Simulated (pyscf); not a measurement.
# Addition across a multiple bond or ene-type step: O=Mo(=O)(OH)–OH + hydrogen chloride (HCl) → O=Mo(OH)(OH)(OH)–Cl

Gas phase, singlet surface, charge 0. Bonds broken: Cl8–H9. Bonds formed: O1–H9, Mo2–Cl8. Single points on ωB97X-D3(BJ)/def2-SVP structures (PySCF, gas phase).

Transition state (Å):

```xyz
9

O     -0.4016     1.8543    -0.0117
Mo    -0.3245     0.1036     0.0406
O      1.2402    -0.4045    -0.1147
O     -1.2345    -0.8076     1.3688
O     -1.1901    -0.4944    -1.4629
H     -1.0186    -0.6233     2.2969
H     -0.8463    -1.0739    -2.1560
Cl     0.5913     1.3862     2.4109
H      0.0818     2.0344     1.1019
```

One imaginary mode, 1197i cm⁻¹; descent along it reached the two sides named, in the forms told below.

```tsv
bond	change	reactant side (Å)	saddle	product side
Cl8–H9	breaks	1.298	1.547	2.457
O1–H9	forms	1.960	1.227	0.967
Mo2–Cl8	forms	3.8	2.8	2.428
```

Electronic energies relative to the separated reactants (kcal/mol):

```
level                   barrier  reaction energy  reverse barrier
----------------------  -------  ---------------  ---------------
ωB97X-D3(BJ)/def2-TZVP      7.4            -11.0             18.4
PBE/def2-TZVP               5.2             -7.2             12.4
r²SCAN/def2-TZVP            3.9            -10.8             14.7
B3LYP-D3(BJ)/def2-TZVP      7.5             -8.5             16.0
PBE0-D3(BJ)/def2-TZVP       5.8             -9.7             15.5
M06-2X/def2-TZVP            8.1             -8.5             16.7
ωB97M-D3(BJ)/def2-TZVP     10.4             -6.7             17.1
HF/def2-TZVP               24.2             -1.1             25.3
```

With ωB97M-D3(BJ)/def2-TZVP energies and thermal terms (ideal gas, 1 atm, RRHO with modes under 100 cm⁻¹ raised to 100, one conformer, R ln 2 for chiral ones without a mode under 150 cm⁻¹), in kcal/mol:

| T (K) | ΔH‡ | ΔG‡ | ΔH | ΔG |
|---|---|---|---|---|
| 298 | 9.3 | 20.1 | -4.0 | +6.1 |
| 600 | 9.2 | 31.1 | -3.4 | +16.2 |
| 900 | 9.6 | 42.0 | -2.7 | +25.9 |
| 1200 | 10.1 | 52.7 | -1.9 | +35.3 |

On the reactant side the descent ends in a complex, 7.0 kcal/mol under the separated species and 14.3 kcal/mol under the saddle at ωB97X-D3(BJ)/def2-TZVP. The same reactants have a lower exit, to O=Mo(=O)(OH)–Cl + H₂O (barrier +4.9 kcal/mol at ωB97M-D3(BJ), against +10.4 kcal/mol here). This is the saddle that the search found; another between the same sides may lie lower. Elements past Kr carry the def2 core potentials, without spin-orbit coupling.
